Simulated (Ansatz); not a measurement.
Cubic perovskite KTaO₃ was calculated with PBE (PAW; Ansatz, a first-principles code).

Run with plane-wave cutoff 520 eV, 8×8×8 k mesh, Fermi–Dirac smearing 0.01 eV, scalar-relativistic PAW data made under PBE.

The cell has the measured lattice: a = 3.989 Å, b = 3.989 Å, c = 3.989 Å, α = 90.00°, β = 90.00°, γ = 90.00°.

**Question.** What does this level give for the band gap and smallest direct gap on the k points sampled?

**Answer.** 
band gap: 2.22 eV
smallest direct gap on the k points sampled: 2.83 eV

Measured, for comparison: band gap 3.64 eV (temperature not stated, no zero-point or thermal correction, indirect; as tabulated in Himmetoglu and Janotti (2016), arXiv:1601.06205).

Note: cell and atoms aren't relaxed at this level (pressure 5.4 GPa).

Spin–orbit coupling is not included.

The computed numbers hold no vibrational or temperature effects.
